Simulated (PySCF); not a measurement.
# Löwdin shares of the frontier orbitals

Species: BH2Cl.
Geometry (PBE0-D3(BJ)/def2-SVP, Å), atoms numbered from 1 in this order:
```xyz
4
BClH2 angstrom
B     -0.1206   -0.0108   -0.2064
Cl     1.5775   -0.1195   -0.5607
H     -0.7354    0.9235   -0.6500
H     -0.6177   -0.8740    0.4693
```

Computed with PySCF, TDDFT CAM-B3LYP/def2-SVPD, vertical, gas phase, core orbitals frozen in the response.

Kohn–Sham orbitals with the atoms that hold most of them (Löwdin shares over 4%, at most four atoms; ? is withheld):

```
orbital  ε (eV)                            atoms
 LUMO+2    1.92    Cl2 67%, B1 17%, H4 8%, H3 8%
 LUMO+1    1.13    B1 74%, Cl2 15%, H4 5%, H3 5%
   LUMO   -0.75                                ?
   HOMO  -10.10                                ?
 HOMO-1  -11.63                  Cl2 84%, B1 15%
 HOMO-2  -12.80  Cl2 46%, B1 33%, H4 10%, H3 10%
 HOMO-3  -13.04  B1 37%, Cl2 34%, H3 15%, H4 15%
```

Problem. Give the leading atoms of the HOMO.

Solution. Cl2 (bonded to B) 61%; B1 (bonded to Cl and 2 H) 20%; H4 (bonded to B) 9%; H3 (bonded to B) 9%. By element: chlorine 61%, boron 20%, hydrogen 19%.

Problem. Give the leading atoms of the LUMO.

Solution. B1 (bonded to Cl and 2 H) 57%; Cl2 (bonded to B) 23%; H3 (bonded to B) 10%; H4 (bonded to B) 10%. By element: boron 57%, chlorine 23%, hydrogen 20%.

Problem. The HOMO–LUMO gap is 9.35 eV. Where does the response calculation put the lowest singlet, and from which orbitals?

Solution. S1 is at 5.04 eV (f = 0.0000), 4.32 eV below the gap, made of HOMO→LUMO (98%). Without the coupling terms of the response equations the lowest excitation would equal the gap.

Problem. Give energy, strength and leading configuration of S1, S2, S3 and S5, and follow the Löwdin shares of the leading atoms from the occupied to the empty orbital.

Solution. 
- S1 (5.04 eV, f 0.0000), HOMO→LUMO (98%): Cl2 61% → 23%, B1 20% → 57%
- S2 (7.49 eV, f 0.120), HOMO-1→LUMO (95%): Cl2 84% → 23%, B1 15% → 57%
- S3 (7.66 eV, f 0.0092), HOMO-2→LUMO (99%): Cl2 46% → 23%, B1 33% → 57%
- S5 (8.19 eV, f 0.0064), HOMO→LUMO+1 (85%): Cl2 61% → 15%, B1 20% → 74%

Löwdin shares depend on the basis, the more so with diffuse functions.

The run took 3.8 s on one thread of an Arm Neoverse V2 (shared host), and the process peaked at 0.28 GiB of memory.
